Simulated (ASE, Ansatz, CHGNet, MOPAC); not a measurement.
## Corundum (α-Al2O3), lattice parameter c

Reference value: 12.991 Å (measured, temperature not stated, not corrected to a static lattice; as tabulated in Lallet et al. (2009), arXiv:0801.3594).

Q: What do EMT (set for H, C, N, O), MNDO semi-empirical Hartree-Fock (MOPAC), CHGNet-r²SCAN, LDA, PBE, PBE-D3(BJ), PBE-D4, rVV10, r²SCAN, r²SCAN-D4, HSE06, PBE0 give, and how far is each from the reference?

A: 
```
level (code)                              value (Å)  difference (%)
----------------------------------------  ---------  --------------
EMT (set for H, C, N, O) (ASE)               14.592           +12.3
MNDO semi-empirical Hartree-Fock (MOPAC)     13.254           +2.02
CHGNet-r²SCAN                                12.979           -0.09
LDA (Ansatz)                                 12.891           -0.77
PBE (Ansatz)                                 13.123           +1.02
PBE-D3(BJ) (Ansatz)                          13.037           +0.35
PBE-D4 (Ansatz)                              13.032           +0.32
rVV10 (Ansatz)                               13.138           +1.13
r²SCAN (Ansatz)                              12.995           +0.03
r²SCAN-D4 (Ansatz)                           12.963           -0.22
HSE06 (Ansatz)                               12.979           -0.09
PBE0 (Ansatz)                                12.978           -0.10
```

Leaving aside EMT (set for H, C, N, O) (doubt noted below): The reference's temperature isn't stated, so close values are not ranked against it. Off by more than 1.75 %, or 2.45 % on the side where a correction would as a rule narrow the miss (bounds picked here): MNDO semi-empirical Hartree-Fock (MOPAC) (+2.02 %).

The measured value isn't corrected to a static lattice, so vibrations enter the comparison.  EMT (set for H, C, N, O): the cell moved over 20 % in volume from its start. EMT (set for H, C, N, O): the source marks these parameters as not for serious use. MNDO semi-empirical Hartree-Fock (MOPAC): the method was fitted mainly to molecules. MNDO semi-empirical Hartree-Fock (MOPAC): the run uses a supercell at the zone centre in place of a k mesh. Cutoffs and k meshes differ between the levels. Ansatz's density-functional and Hartree–Fock values are scalar-relativistic unless marked +SOC, with PAW data made under PBE.

Empirical potentials (EMT (set for H, C, N, O)) are fitted to chosen data: where that held the value shown, agreement is built in, and what lay outside the fit can be far off. Machine-learned potentials (CHGNet-r²SCAN) are trained on DFT data: a solid inside that data is no test of them.

Differences are worked out from the printed values.

Ansatz is a first-principles code.
